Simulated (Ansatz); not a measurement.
Gas-phase reaction in SMILES: O[Si]([SiH3])([SiH3])[SiH3] [hydroxy(trisilyl)silane] + 4 [H][H] (H2) -> O (H2O) + 4 [SiH4] (SiH4)

Property: energy of full hydrogenation (enthalpy at 298 K), in kcal/mol. Conventions: 6-31G* and kin with 6d, 5d where marked; valence correlation only; dispersion terms only where a functional's name holds one; non-relativistic; spin-orbit terms left out; 6-311+G** with 5d, 6d on Na to Ar in Ansatz (a first-principles code); LANL2DZ with its own core potentials from Na on. CBS(X,Y): correlation extrapolated as X^-3; Hartree-Fock from the larger set. First-principles rows: single points at B3LYP-D3(BJ) geometries (Ansatz), with unscaled harmonic terms from B3LYP/6-31G* (Ansatz) at its own minima.

Coupled cluster (Ansatz) is a level with limits of its own, used here on species with T1 under 0.025 (0.045 for open shells) and stable references: CCSD(T)/CBS(cc-pV(T+d)Z,cc-pV(Q+d)Z).

Value to compare with, CCSD(T)/CBS(cc-pV(T+d)Z,cc-pV(Q+d)Z) (Ansatz): 7.5 kcal/mol.

| level | program | energy of full hydrogenation (enthalpy at 298 K) (kcal/mol) | difference |
|---|---|---|---|
| B3LYP/STO-3G | Ansatz | 8.0 | 0.5 |
| B3LYP/3-21G | Ansatz | 24.4 | 16.9 |
| B3LYP/LANL2DZ | Ansatz | -5.2 | -12.7 |
| B3LYP/6-31G | Ansatz | 10.4 | 2.9 |
| B3LYP/6-31G* | Ansatz | 3.7 | -3.8 |
| B3LYP/6-31+G* | Ansatz | -2.2 | -9.7 |
| B3LYP/6-31G** | Ansatz | 3.6 | -3.9 |
| B3LYP/def2-SVP | Ansatz | -6.2 | -13.7 |
| B3LYP/cc-pVDZ | Ansatz | -4.4 | -11.9 |
| B3LYP/6-311+G** | Ansatz | -6.2 | -13.7 |
| B3LYP/def2-TZVPD | Ansatz | -2.4 | -9.9 |

Among the 10 habitual levels, B3LYP/3-21G lies farthest from CCSD(T)/CBS(cc-pV(T+d)Z,cc-pV(Q+d)Z) (Ansatz) (16.9 kcal/mol) and B3LYP/STO-3G nearest (0.5); 3 of 10 lie above it, and their mean absolute difference is 9.0 kcal/mol, the median 10.8. One case shows no general order.

The sets are all those run for this method; left out are runs that failed, that the program found above a lower state of the same kind, or whose <S^2> lies over 0.5 above the pure value.
